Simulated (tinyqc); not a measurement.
UHF in the sto-6g basis, for BH, spin multiplicity 3, step by step (part 1 of 2). Computed by tinyqc, a small Python program that keeps every step (integrals from PySCF). Settings: charge = 0, multiplicity = 3, basis = sto-6g, energy threshold = 1e-09, iteration cap = 73, orthogonalisation = symmetric, start = atomic densities, DIIS depth = 0, method = UHF. Command: `OMP_NUM_THREADS=1 python tinyqc.py 24664 24665 out.jsonl` (the two numbers bound the seeds that draw the settings). One thread of a shared host (Intel(R) Xeon(R) Processor @ 2.60GHz), about 0.1 s of CPU time with the checks. Later iterations appear only in the table of the cycle.

## One-electron integrals

Geometry (angstrom):

| atom | x | y | z |
|---|---|---|---|
| B | 0.000000 | 0.000000 | 0.000000 |
| H | 0.000000 | 0.000000 | 1.966000 |

Basis sto-6g: exponents (1/bohr^2) and contraction coefficients of normalised primitives:

| element | l (shell) | exponent | coefficient |
|---|---|---|---|
| B | s (1) | 506.011147 | 0.009164 |
| B | s (1) | 92.776814 | 0.049362 |
| B | s (1) | 25.955658 | 0.168538 |
| B | s (1) | 8.916445 | 0.370563 |
| B | s (1) | 3.462507 | 0.416492 |
| B | s (1) | 1.426054 | 0.130334 |
| B | s (2) | 23.194575 | -0.013253 |
| B | s (2) | 4.590810 | -0.046992 |
| B | s (2) | 1.426819 | -0.033785 |
| B | s (2) | 0.548948 | 0.250242 |
| B | s (2) | 0.238410 | 0.595117 |
| B | s (2) | 0.109280 | 0.240706 |
| B | p (3) | 23.194575 | 0.003760 |
| B | p (3) | 4.590810 | 0.037679 |
| B | p (3) | 1.426819 | 0.173897 |
| B | p (3) | 0.548948 | 0.418036 |
| B | p (3) | 0.238410 | 0.425859 |
| B | p (3) | 0.109280 | 0.101708 |
| H | s (1) | 35.523221 | 0.009164 |
| H | s (1) | 6.513144 | 0.049361 |
| H | s (1) | 1.822143 | 0.168538 |
| H | s (1) | 0.625955 | 0.370563 |
| H | s (1) | 0.243077 | 0.416492 |
| H | s (1) | 0.100112 | 0.130334 |

Overlap, kinetic and nuclear-attraction integrals over the contracted functions; the nuclear repulsion is the sum of Za Zb / Rab.

nuclear repulsion = 1.34582200 hartree

overlap S, lower triangle:
```
           1B 1s     1B 2s    1B 2px    1B 2py    1B 2pz     2H 1s
1B 1s   1.000000
1B 2s   0.264891  1.000000
1B 2px  0.000000  0.000000  1.000000
1B 2py  0.000000  0.000000  0.000000  1.000000
1B 2pz  0.000000  0.000000  0.000000  0.000000  1.000000
2H 1s   0.011727  0.173435  0.000000  0.000000  0.215421  1.000000
```

kinetic energy T (hartree), lower triangle:
```
            1B 1s      1B 2s    1B 2px    1B 2py    1B 2pz     2H 1s
1B 1s   10.947243
1B 2s   -0.333880   0.374498
1B 2px   0.000000   0.000000  1.125026
1B 2py   0.000000   0.000000  0.000000  1.125026
1B 2pz   0.000000   0.000000  0.000000  0.000000  1.125026
2H 1s   -0.004854  -0.007367  0.000000  0.000000  0.019477  0.768522
```

nuclear attraction V (hartree), lower triangle:
```
             1B 1s      1B 2s     1B 2px     1B 2py     1B 2pz      2H 1s
1B 1s   -23.660885
1B 2s    -2.815489  -4.018929
1B 2px    0.000000   0.000000  -4.006161
1B 2py    0.000000   0.000000   0.000000  -4.006161
1B 2pz   -0.007157  -0.069043   0.000000   0.000000  -4.043960
2H 1s    -0.135782  -0.500654   0.000000   0.000000  -0.585511  -2.584632
```

core Hamiltonian H = T + V (hartree), lower triangle:
```
             1B 1s      1B 2s     1B 2px     1B 2py     1B 2pz      2H 1s
1B 1s   -12.713642
1B 2s    -3.149369  -3.644431
1B 2px    0.000000   0.000000  -2.881135
1B 2py    0.000000   0.000000   0.000000  -2.881135
1B 2pz   -0.007157  -0.069043   0.000000   0.000000  -2.918933
2H 1s    -0.140636  -0.508021   0.000000   0.000000  -0.566034  -1.816110
```

## Two-electron integrals

Functions are numbered as in S; the eight-fold symmetry (ij|kl) = (ji|kl) = (kl|ij) leaves the list below.

Two-electron integrals (ij|kl) in chemists' order, unique and non-zero (hartree):
```
(11|11) 2.924993   (21|11) 0.480756   (21|21) 0.099484   (22|11) 0.743449
(22|21) 0.188967   (22|22) 0.544922   (31|31) 0.021096   (32|31) 0.030854
(32|32) 0.120443   (33|11) 0.743450   (33|21) 0.188967   (33|22) 0.544922
(33|33) 0.587109   (41|41) 0.021096   (42|41) 0.030854   (42|42) 0.120443
(43|43) 0.031641   (44|11) 0.743450   (44|21) 0.188967   (44|22) 0.544922
(44|33) 0.523827   (44|44) 0.587109   (51|51) 0.021096   (52|51) 0.030854
(52|52) 0.120443   (53|53) 0.031641   (54|54) 0.031641   (55|11) 0.743450
(55|21) 0.188967   (55|22) 0.544922   (55|33) 0.523827   (55|44) 0.523827
(55|55) 0.587109   (61|11) 0.021738   (61|21) 0.004375   (61|22) 0.008298
(61|33) 0.008254   (61|44) 0.008254   (61|51) 0.000349   (61|52) 0.000679
(61|55) 0.008385   (61|61) 0.000200   (62|11) 0.079489   (62|21) 0.020722
(62|22) 0.069411   (62|33) 0.067296   (62|44) 0.067296   (62|51) 0.002327
(62|52) 0.015804   (62|55) 0.073641   (62|61) 0.000978   (62|62) 0.015170
(63|31) 0.001707   (63|32) 0.008694   (63|53) 0.002634   (63|63) 0.001247
(64|41) 0.001707   (64|42) 0.008694   (64|54) 0.002634   (64|64) 0.001247
(65|11) 0.087183   (65|21) 0.022957   (65|22) 0.080304   (65|33) 0.076506
(65|44) 0.076506   (65|51) 0.003810   (65|52) 0.024708   (65|55) 0.087900
(65|61) 0.001119   (65|62) 0.020236   (65|65) 0.027738   (66|11) 0.268995
(66|21) 0.071237   (66|22) 0.267047   (66|33) 0.255770   (66|44) 0.255770
(66|51) 0.007102   (66|52) 0.066334   (66|55) 0.289600   (66|61) 0.003364
(66|62) 0.085539   (66|65) 0.121870   (66|66) 0.774999
```

## Orthogonalisation

S = U s U^T; symmetric (Loewdin) form X = U s^(-1/2) U^T, so that X^T S X = 1.

eigenvalues of S: 0.660290  0.828891  1.000000  1.000000  1.159410  1.351410

X, lower triangle:
```
            1B 1s      1B 2s    1B 2px    1B 2py     1B 2pz     2H 1s
1B 1s    1.028096
1B 2s   -0.140638   1.040654
1B 2px   0.000000   0.000000  1.000000
1B 2py   0.000000   0.000000  0.000000  1.000000
1B 2pz  -0.002430   0.015434  0.000000  0.000000   1.018453
2H 1s    0.012812  -0.094175  0.000000  0.000000  -0.113262  1.030746
```

## Starting guess

The start is atomic minimal-basis densities projected into this basis (PySCF's MINAO start) and scaled to the electron count of each spin; this density is not idempotent, so its energy is not variational and may lie below the converged one.

D(alpha) at the start, lower triangle:
```
            1B 1s      1B 2s    1B 2px    1B 2py    1B 2pz     2H 1s
1B 1s    1.450792
1B 2s   -0.374224   1.419834
1B 2px   0.000000   0.000000  0.213827
1B 2py   0.000000   0.000000  0.000000  0.213827
1B 2pz   0.003842  -0.013017  0.000000  0.000000  0.204445
2H 1s   -0.017893   0.071995  0.000000  0.000000  0.036406  0.655295
```

D(beta) at the start, lower triangle:
```
            1B 1s      1B 2s    1B 2px    1B 2py    1B 2pz     2H 1s
1B 1s    0.725396
1B 2s   -0.187112   0.709917
1B 2px   0.000000   0.000000  0.106913
1B 2py   0.000000   0.000000  0.000000  0.106913
1B 2pz   0.001921  -0.006509  0.000000  0.000000  0.102222
2H 1s   -0.008947   0.035998  0.000000  0.000000  0.018203  0.327648
```

## Iteration 1: building the Fock matrix

J_ij = sum D_kl (ij|kl) with D = D(alpha) + D(beta), K_ij = sum D_kl (ik|jl) for each spin; F = H + J - K(s); E = tr D H + tr D J / 2 - 0.5 sum_s tr D(s) K(s) + E_nn.

Coulomb J (hartree), lower triangle:
```
           1B 1s     1B 2s    1B 2px    1B 2py    1B 2pz     2H 1s
1B 1s   8.403795
1B 2s   1.592917  3.368761
1B 2px  0.000000  0.000000  3.357103
1B 2py  0.000000  0.000000  0.000000  3.357103
1B 2pz  0.006919  0.066930  0.000000  0.000000  3.392074
2H 1s   0.071538  0.452222  0.000000  0.000000  0.537224  2.117910
```

exchange K(alpha) (hartree), lower triangle:
```
           1B 1s     1B 2s    1B 2px    1B 2py    1B 2pz     2H 1s
1B 1s   4.038329
1B 2s   0.671174  0.873075
1B 2px  0.000000  0.000000  0.319496
1B 2py  0.000000  0.000000  0.000000  0.319496
1B 2pz  0.001388  0.015491  0.000000  0.000000  0.340082
2H 1s   0.033977  0.179879  0.000000  0.000000  0.137184  0.555705
```

exchange K(beta) (hartree), lower triangle:
```
           1B 1s     1B 2s    1B 2px    1B 2py    1B 2pz     2H 1s
1B 1s   2.019165
1B 2s   0.335587  0.436537
1B 2px  0.000000  0.000000  0.159748
1B 2py  0.000000  0.000000  0.000000  0.159748
1B 2pz  0.000694  0.007746  0.000000  0.000000  0.170041
2H 1s   0.016988  0.089939  0.000000  0.000000  0.068592  0.277853
```

F(alpha) (hartree), lower triangle:
```
            1B 1s      1B 2s    1B 2px    1B 2py     1B 2pz      2H 1s
1B 1s   -8.348177
1B 2s   -2.227626  -1.148745
1B 2px   0.000000   0.000000  0.156472
1B 2py   0.000000   0.000000  0.000000  0.156472
1B 2pz  -0.001627  -0.017604  0.000000  0.000000   0.133058
2H 1s   -0.103075  -0.235678  0.000000  0.000000  -0.165994  -0.253905
```

F(beta) (hartree), lower triangle:
```
            1B 1s      1B 2s    1B 2px    1B 2py     1B 2pz     2H 1s
1B 1s   -6.329012
1B 2s   -1.892039  -0.712208
1B 2px   0.000000   0.000000  0.316220
1B 2py   0.000000   0.000000  0.000000  0.316220
1B 2pz  -0.000933  -0.009858  0.000000  0.000000   0.303099
2H 1s   -0.086087  -0.145739  0.000000  0.000000  -0.097402  0.023948
```

total energy of this density = -25.18770023 hartree

This density is the starting one; it is not idempotent, so its energy is not variational and may lie below the converged one.

## Iteration 1: diagonalisation and new density

Diagonalise F' = X^T F X, C = X C', fill 4 alpha and 2 beta electrons from the bottom; D(s) = C_occ C_occ^T. Each column has its largest component positive (the first on a tie).

F' = X^T F X (alpha) (hartree), lower triangle:
```
           1          2         3         4          5          6
1  -8.204306
2  -1.048006  -0.715945
3   0.000000   0.000000  0.156472
4   0.000000   0.000000  0.000000  0.156472
5  -0.005907   0.012786  0.000000  0.000000   0.173118
6   0.016964  -0.149328  0.000000  0.000000  -0.165269  -0.192815
```

orbital energies (alpha) (hartree): MO1 -8.348214, MO2 -0.626672, MO3 -0.207463, MO4 0.156472, MO5 0.156472, MO6 0.242401

coefficients C (alpha):
```
             MO1        MO2        MO3        MO4       MO5        MO6
1B 1s   0.999409  -0.257420   0.104285   0.000000  0.000000  -0.031174
1B 2s   0.002210   0.951989  -0.431418   0.000000  0.000000   0.139418
1B 2px  0.000000   0.000000   0.000000  -0.367867  0.929878   0.000000
1B 2py  0.000000   0.000000   0.000000   0.929878  0.367867   0.000000
1B 2pz  0.000143   0.032151   0.289320   0.000000  0.000000   0.982638
2H 1s   0.000279   0.260884   0.873399   0.000000  0.000000  -0.503400
```

F' = X^T F X (beta) (hartree), lower triangle:
```
           1          2         3         4          5         6
1  -6.158330
2  -1.037789  -0.316113
3   0.000000   0.000000  0.316220
4   0.000000   0.000000  0.000000  0.316220
5  -0.007281   0.015503  0.000000  0.000000   0.337258
6   0.024594  -0.118401  0.000000  0.000000  -0.143414  0.075096
```

orbital energies (beta) (hartree): MO1 -6.337208, MO2 -0.196029, MO3 0.062806, MO4 0.316220, MO5 0.316220, MO6 0.408343

coefficients C (beta):
```
              MO1        MO2        MO3       MO4        MO5        MO6
1B 1s    0.989263  -0.273177   0.146534  0.000000   0.000000  -0.046810
1B 2s    0.038220   0.893861  -0.527357  0.000000   0.000000   0.182465
1B 2px   0.000000   0.000000   0.000000  0.144995   0.989432   0.000000
1B 2py   0.000000   0.000000   0.000000  0.989432  -0.144995   0.000000
1B 2pz   0.000977   0.057425   0.349070  0.000000   0.000000   0.961857
2H 1s   -0.004092   0.364401   0.801772  0.000000   0.000000  -0.555568
```

D(alpha) after iteration 1, lower triangle:
```
            1B 1s      1B 2s     1B 2px    1B 2py    1B 2pz     2H 1s
1B 1s    1.075959
1B 2s   -0.287843   1.092409
1B 2px   0.000000   0.000000   0.135326
1B 2py   0.000000   0.000000  -0.342071  0.864674
1B 2pz   0.022038  -0.094210   0.000000  0.000000  0.084740
2H 1s    0.024205  -0.128441   0.000000  0.000000  0.261080  0.830887
```

D(beta) after iteration 1, lower triangle:
```
            1B 1s     1B 2s    1B 2px    1B 2py    1B 2pz     2H 1s
1B 1s    1.053267
1B 2s   -0.206373  0.800448
1B 2px   0.000000  0.000000  0.000000
1B 2py   0.000000  0.000000  0.000000  0.000000
1B 2pz  -0.014721  0.051367  0.000000  0.000000  0.003299
2H 1s   -0.103594  0.325568  0.000000  0.000000  0.020922  0.132805
```

Within a degenerate level the vectors are fixed only up to a rotation; this is one choice.

## Iteration 2: building the Fock matrix

As before.

Coulomb J (hartree), lower triangle:
```
           1B 1s     1B 2s     1B 2px    1B 2py    1B 2pz     2H 1s
1B 1s   8.305210
1B 2s   1.577668  3.349238
1B 2px  0.000000  0.000000   3.321012
1B 2py  0.000000  0.000000  -0.021647  3.367167
1B 2pz  0.007520  0.074115   0.000000  0.000000  3.359530
2H 1s   0.070832  0.452283   0.000000  0.000000  0.538017  2.132292
```

exchange K(alpha) (hartree), lower triangle:
```
            1B 1s      1B 2s     1B 2px    1B 2py    1B 2pz     2H 1s
1B 1s    3.002245
1B 2s    0.514439   0.728213
1B 2px   0.000000   0.000000   0.246261
1B 2py   0.000000   0.000000  -0.190010  0.651391
1B 2pz  -0.000664  -0.027081   0.000000  0.000000  0.280684
2H 1s    0.025645   0.133608   0.000000  0.000000  0.191051  0.701819
```

exchange K(beta) (hartree), lower triangle:
```
            1B 1s     1B 2s    1B 2px    1B 2py    1B 2pz     2H 1s
1B 1s    2.960458
1B 2s    0.484719  0.506946
1B 2px   0.000000  0.000000  0.111580
1B 2py   0.000000  0.000000  0.000000  0.111580
1B 2pz  -0.000932  0.064357  0.000000  0.000000  0.130490
2H 1s    0.018441  0.156420  0.000000  0.000000  0.067717  0.177110
```

F(alpha) (hartree), lower triangle:
```
            1B 1s      1B 2s    1B 2px     1B 2py     1B 2pz      2H 1s
1B 1s   -7.410677
1B 2s   -2.086140  -1.023406
1B 2px   0.000000   0.000000  0.193616
1B 2py   0.000000   0.000000  0.168363  -0.165359
1B 2pz   0.001026   0.032153  0.000000   0.000000   0.159913
2H 1s   -0.095450  -0.189346  0.000000   0.000000  -0.219068  -0.385637
```

F(beta) (hartree), lower triangle:
```
            1B 1s      1B 2s     1B 2px    1B 2py     1B 2pz     2H 1s
1B 1s   -7.368889
1B 2s   -2.056419  -0.802140
1B 2px   0.000000   0.000000   0.328297
1B 2py   0.000000   0.000000  -0.021647  0.374452
1B 2pz   0.001294  -0.059285   0.000000  0.000000   0.310107
2H 1s   -0.088245  -0.212158   0.000000  0.000000  -0.095733  0.139071
```

total energy of this density = -24.85736250 hartree

## Iteration 2: diagonalisation and new density

As before.

F' = X^T F X (alpha) (hartree), lower triangle:
```
           1          2         3          4          5          6
1  -7.251786
2  -1.047306  -0.611381
3   0.000000   0.000000  0.193616
4   0.000000   0.000000  0.168363  -0.165359
5  -0.011302   0.065617  0.000000   0.000000   0.212946
6   0.017301  -0.105111  0.000000   0.000000  -0.213158  -0.326851
```

orbital energies (alpha) (hartree): MO1 -7.413048, MO2 -0.515969, MO3 -0.347937, MO4 -0.231965, MO5 0.260222, MO6 0.299883

coefficients C (alpha):
```
              MO1        MO2        MO3        MO4       MO5        MO6
1B 1s    0.994717  -0.235508   0.173027   0.000000  0.000000  -0.045461
1B 2s    0.019384   0.810346  -0.648896   0.000000  0.000000   0.183695
1B 2px   0.000000   0.000000   0.000000  -0.367867  0.929878   0.000000
1B 2py   0.000000   0.000000   0.000000   0.929878  0.367867   0.000000
1B 2pz   0.000118   0.040504   0.264691   0.000000  0.000000   0.989250
2H 1s   -0.001842   0.492871   0.789208   0.000000  0.000000  -0.467465
```

F' = X^T F X (beta) (hartree), lower triangle:
```
           1          2          3         4          5         6
1  -7.211548
2  -1.054815  -0.373576
3   0.000000   0.000000   0.328297
4   0.000000   0.000000  -0.021647  0.374452
5   0.001279  -0.029175   0.000000  0.000000   0.344270
6   0.033796  -0.188810   0.000000  0.000000  -0.152697  0.208313
```

orbital energies (beta) (hartree): MO1 -7.370569, MO2 -0.299522, MO3 0.183031, MO4 0.319734, MO5 0.383015, MO6 0.454519

coefficients C (beta):
```
              MO1        MO2        MO3       MO4        MO5        MO6
1B 1s    0.995639  -0.262197   0.119840  0.000000   0.000000  -0.050245
1B 2s    0.016115   0.924964  -0.459461  0.000000   0.000000   0.211952
1B 2px   0.000000   0.000000   0.000000  0.929878  -0.367867   0.000000
1B 2py   0.000000   0.000000   0.000000  0.367867   0.929878   0.000000
1B 2pz   0.000369   0.105597   0.523091  0.000000   0.000000   0.874953
2H 1s   -0.002121   0.294733   0.694475  0.000000   0.000000  -0.717726
```

D(alpha) after iteration 2, lower triangle:
```
            1B 1s      1B 2s     1B 2px    1B 2py    1B 2pz     2H 1s
1B 1s    1.074864
1B 2s   -0.283839   1.078103
1B 2px   0.000000   0.000000   0.135326
1B 2py   0.000000   0.000000  -0.342071  0.864674
1B 2pz   0.036377  -0.138932   0.000000  0.000000  0.071702
2H 1s    0.018647  -0.112753   0.000000  0.000000  0.228859  0.865775
```

D(beta) after iteration 2, lower triangle:
```
            1B 1s     1B 2s    1B 2px    1B 2py    1B 2pz     2H 1s
1B 1s    1.060044
1B 2s   -0.226478  0.855819
1B 2px   0.000000  0.000000  0.000000
1B 2py   0.000000  0.000000  0.000000  0.000000
1B 2pz  -0.027320  0.097679  0.000000  0.000000  0.011151
2H 1s   -0.079390  0.272584  0.000000  0.000000  0.031122  0.086872
```

## Iteration 3: building the Fock matrix

As before.

Coulomb J (hartree), lower triangle:
```
           1B 1s     1B 2s     1B 2px    1B 2py    1B 2pz     2H 1s
1B 1s   8.321095
1B 2s   1.580796  3.355574
1B 2px  0.000000  0.000000   3.327906
1B 2py  0.000000  0.000000  -0.021647  3.374061
1B 2pz  0.007285  0.071631   0.000000  0.000000  3.364752
2H 1s   0.070963  0.451663   0.000000  0.000000  0.536672  2.121044
```

exchange K(alpha) (hartree), lower triangle:
```
            1B 1s      1B 2s     1B 2px    1B 2py    1B 2pz     2H 1s
1B 1s    3.001075
1B 2s    0.514109   0.721709
1B 2px   0.000000   0.000000   0.244477
1B 2py   0.000000   0.000000  -0.190010  0.649607
1B 2pz  -0.000001  -0.054781   0.000000  0.000000  0.267566
2H 1s    0.025224   0.132666   0.000000  0.000000  0.180807  0.721301
```

exchange K(beta) (hartree), lower triangle:
```
           1B 1s     1B 2s    1B 2px    1B 2py    1B 2pz     2H 1s
1B 1s   2.967210
1B 2s   0.482213  0.524414
1B 2px  0.000000  0.000000  0.116558
1B 2py  0.000000  0.000000  0.000000  0.116558
1B 2pz  0.000555  0.087996  0.000000  0.000000  0.138757
2H 1s   0.020766  0.147806  0.000000  0.000000  0.066876  0.137963
```

F(alpha) (hartree), lower triangle:
```
            1B 1s      1B 2s    1B 2px     1B 2py     1B 2pz      2H 1s
1B 1s   -7.393622
1B 2s   -2.082682  -1.010566
1B 2px   0.000000   0.000000  0.202294
1B 2py   0.000000   0.000000  0.168363  -0.156681
1B 2pz   0.000129   0.057369  0.000000   0.000000   0.178252
2H 1s   -0.094898  -0.189024  0.000000   0.000000  -0.210169  -0.416366
```

F(beta) (hartree), lower triangle:
```
            1B 1s      1B 2s     1B 2px    1B 2py     1B 2pz     2H 1s
1B 1s   -7.359757
1B 2s   -2.050786  -0.813271
1B 2px   0.000000   0.000000   0.330214
1B 2py   0.000000   0.000000  -0.021647  0.376368
1B 2pz  -0.000428  -0.085408   0.000000  0.000000   0.307062
2H 1s   -0.090439  -0.204164   0.000000  0.000000  -0.096238  0.166971
```

total energy of this density = -24.87023048 hartree
